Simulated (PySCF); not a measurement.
A species of formula C3H6N (doublet) has this rotational fingerprint, computed with PBE0-D3(BJ)/def2-SVP geometry optimisation, gas phase (PySCF 2.14.0):

- Rotational constants: A = 18637, B = 5699, C = 4487 MHz
- Dipole components: |μa| = 2.76 D, |μb| = 0.29 D, |μc| = 0.05 D
- Inertial defect: -3.16 u·Å²
- κ: -0.83

Question: Which structure is it? (One computed conformer of each.)
A. `[H]/[N:4]=[CH:3]\[CH:2][CH3:1]` (doublet state) with C1–C2–C3–N4 0°
B. `[H]/[N:4]=[CH:3]\[CH2:2][CH2:1]` (doublet state) with H–C1–C2–C3 -87° and 82°, C1–C2–C3–N4 -118°
C. `[CH3:1][CH2:2][CH:3]=[N:4]` (doublet state) with C1–C2–C3–N4 -124°

Answer: A. It is [H]/N=C\[CH]C, an asymmetric top. The candidates at the same level (rigid rotor, commonest isotopes):

```tsv
SMILES	A (MHz)	B (MHz)	C (MHz)	μa (D)	μb (D)	μc (D)	Δ (u·Å²)	point group	rotor
[H]/N=C\C[CH2]	24526	4505	4425	1.94	0.92	0.19	-18.57	C1	near-prolate asymmetric top
[H]/N=C\[CH]C	18637	5699	4487	2.76	0.29	0.05	-3.16	–	asymmetric top
CCC=[N]	25884	4473	4313	2.64	0.01	1.12	-15.33	C1	near-prolate asymmetric top
```

`CCC=[N]` has A 39 % too high; `[H]/N=C\C[CH2]` has A 32 % too high. No structure here is proved a minimum.
